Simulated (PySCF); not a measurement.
# Absolute configuration from chiroptical data

Computed with TDDFT BHandHLYP/def2-SVPD circular dichroism and optical rotation, one conformer, gas phase in PySCF. Geometry: GFN2-xTB.

States above about 7.3 eV (minus the energy of the highest occupied orbital) lie near or above the ionisation threshold and depend on the basis.

Values for one enantiomer of C5H10S, R in 10⁻⁴⁰ esu² cm² (velocity form):
| λ (nm) | f | R |
| --- | --- | --- |
| 263 | 0.0002 | +5.5 |
| 196 | 0.048 | -27.1 |
| 185 | 0.010 | -16.0 |
| 183 | 0.030 | +28.5 |
| 177 | 0.060 | +63.9 |
| 168 | 0.002 | -2.3 |
| 160 | 0.019 | +47.4 |
| 157 | 0.013 | +8.1 |
| 155 | 0.029 | -4.4 |
| 154 | 0.002 | +5.8 |
| 152 | 0.006 | -6.1 |
| 151 | 0.151 | -17.1 |
| 147 | 0.045 | -20.9 |
| 146 | 0.064 | -15.3 |
| 144 | 0.094 | +11.5 |
| 144 | 0.010 | -5.1 |

[α] at 589.3 nm: +376 deg dm⁻¹ (g/mL)⁻¹ (origin-invariant length gauge).

(1) Which structure gives these signs?
A. C[C@H]1C[C@H](C)S1
B. C[C@@H]1C[C@@H](C)S1

Answers

(1) B. Its CIP labels in SMILES order are R, R; the other enantiomer gives every sign reversed.

The signs above follow by mirror symmetry from the run on the other enantiomer. Geometry of C[C@H]1C[C@H](C)S1 as run:
```xyz
16

C     2.262   -0.813   -0.128
C     0.836   -0.631    0.337
C     0.237    0.769    0.156
C    -1.026    0.341   -0.602
C    -2.315    0.443    0.185
S    -0.426   -1.395   -0.772
H     2.936   -0.242    0.509
H     2.373   -0.470   -1.155
H     2.545   -1.863   -0.084
H     0.704   -1.026    1.346
H     0.026    1.284    1.093
H     0.884    1.403   -0.450
H    -1.137    0.799   -1.586
H    -2.556    1.490    0.367
H    -3.133   -0.014   -0.367
H    -2.217   -0.066    1.142
```
